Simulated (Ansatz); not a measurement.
System (SMILES): F[O] (O-F), doublet.
Atoms: O1, F2. Bonds: O1-F2.

Basis-set convergence of the highest harmonic wavenumber at CCSD(T) with Ansatz (a first-principles code). Each level at its own minimum, finite differences of forces, unscaled; the reference is a large set that could be run, not a limit. All functions are spherical. Cores are frozen. Open shells are unrestricted. No added dispersion term, no relativity. Reference: the value in def2-QZVPP, 1088 cm⁻¹, itself unsure by roughly 4 cm⁻¹ (its mean distance from cc-pVQZ, aug-cc-pVTZ, def2-TZVPPD). Deviations are taken from unrounded values.

| basis | functions | highest harmonic wavenumber (cm⁻¹) |
|---|---|---|
| cc-pVDZ | 28 | 1010 |
| aug-cc-pVDZ | 46 | 1027 |
| 6-311G** | 36 | 1051 |
| 6-311+G** | 44 | 1044 |
| cc-pVTZ | 60 | 1090 |
| aug-cc-pVTZ | 92 | 1083 |
| def2-TZVPP | 62 | 1084 |
| def2-TZVPPD | 80 | 1081 |

What the diffuse functions change, pair by pair:
- cc-pVDZ to aug-cc-pVDZ: 18 more functions, deviation -78 to -61 cm⁻¹
- 6-311G** to 6-311+G**: 8 more functions, deviation -37 to -44 cm⁻¹
- cc-pVTZ to aug-cc-pVTZ: 32 more functions, deviation 2 to -5 cm⁻¹
- def2-TZVPP to def2-TZVPPD: 18 more functions, deviation -4 to -7 cm⁻¹

They bring the value nearer the reference by more than 4 cm⁻¹ in 1 of 4 pairs.
